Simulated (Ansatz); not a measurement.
A made-up structure of CH$_{3}$BN, doublet:

```tsv
atom	x (Å)	y (Å)	z (Å)
B1	0.1657	0.0045	0.0497
C2	-1.0999	0.0902	-0.6319
N3	0.5272	-0.4183	1.2360
H4	-1.9456	0.2166	-1.2583
H5	0.9325	0.4198	-0.7000
H6	1.5343	-0.3138	1.3492
```

It is relaxed with PBE-D4/def2-SVP and then PBE0-D4/def2-TZVP (Ansatz 0.2.0). Atoms count as bonded within 1.22 times the sum of their covalent radii (H–H: 0.88 Å). The end point is not checked to be a true minimum.

Q: Does its bonding change? (Judge from chemistry; the calculation decides.)

A: By the calculation: Yes. Formed: C2–H5; broken: B1–H5.

Where it ends: The first stage lowers the energy by 3.90 eV in 13 steps. It ends as CH₃BN ([CH2][B][NH]):
| atom | x (Å) | y (Å) | z (Å) |
| --- | --- | --- | --- |
| B1 | 0.2181 | -0.0851 | 0.2904 |
| C2 | -0.6141 | 0.2699 | -0.8923 |
| N3 | 0.9133 | -0.3817 | 1.2787 |
| H4 | -1.6843 | 0.1032 | -0.9130 |
| H5 | -0.1860 | 0.7107 | -1.7847 |
| H6 | 1.4673 | -0.6179 | 2.0656 |

Labels in which every atom is bracketed show which atoms are joined, not bond orders.

For scale, one of the runs: PBE0-D4/def2-TZVP relaxation, 111 basis functions, launched by `ansatz run in.yaml --threads 2 --pin off --events-out ev --progress --plain --max-ram 4352MiB`. Hardware: 2 CPU threads of an Intel Xeon Platinum 8375C, shared host. Wall time about 9.5 s.
